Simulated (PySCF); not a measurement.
Estimate the missing entries of this data sheet.

Compound: C₃H₇NS.
SMILES: `S=CCCN`

Conformer (atom-mapped SMILES and torsion angles): `[NH2:1][CH2:2][CH2:3][CH:4]=[S:5]`: N1–C2–C3–C4 68°, C2–C3–C4–S5 99°, H–N1–C2–C3 56°, H–N1–C2–C3 -66°.

```tsv
property	level	value
point group of the GFN2-xTB geometry	GFN2-xTB	C1
rotational constants A, B, C of the GFN2-xTB geometry	GFN2-xTB	?
dipole moment	PBE0/def2-SVPD	?
HOMO energy	PBE0/def2-SVPD	?
LUMO energy	PBE0/def2-SVPD	-2.34 eV
lowest singlet excitation	TDDFT PBE0/def2-SVPD	?
strongest line among the 8 lowest singlet transitions	TDDFT PBE0/def2-SVPD	?
lowest triplet excitation (Tamm–Dancoff)	TDA PBE0/def2-SVPD	?
static isotropic polarisability	PBE0/def2-SVPD	69.4 au
electronic spatial extent ⟨r²⟩ about the centre of nuclear charge	PBE0/def2-SVPD	708 bohr²
```

Gas-phase values; electronic properties from PySCF, density fitting. The structure is a single GFN2-xTB conformer in the gas phase; no vibrational or solvent corrections.

**Question.** The dipole moment?

**Answer.** 2.50 D.

**Question.** Give the rotational constants A, B, C of the GFN2-xTB geometry.

**Answer.** 10.802, 1.796, 1.730 GHz.

**Question.** Give the HOMO energy.

**Answer.** -6.50 eV.

**Question.** Give the lowest singlet excitation.

**Answer.** 2.39 eV (520 nm, f = 0.000).

**Question.** The lowest triplet excitation (Tamm–Dancoff)?

**Answer.** 1.87 eV.

**Question.** What is the strongest line among the 8 lowest singlet transitions?

**Answer.** S4 at 6.06 eV (205 nm, f = 0.275).

The vertical singlet–triplet gap S1 − T1 is 0.52 eV (TDDFT singlet less Tamm–Dancoff triplet; S1: HOMO→LUMO, weight 0.98; T1: HOMO→LUMO, weight 0.97). The dipole equals about 8.4 × 10⁻³⁰ C·m (1 D = 3.33564 × 10⁻³⁰ C·m). With B = h/(8π²I), that is 505.379 GHz u Å² over I, the principal moments of inertia are 46.8, 281.4 and 292.1 u Å² (most abundant isotopes); the inertial defect Ic − Ia − Ib is -36.1 u Å² (zero for a rigid planar frame, negative otherwise). The principal polarisabilities are 56.0, 60.9 and 91.2 au; their mean is the isotropic value.
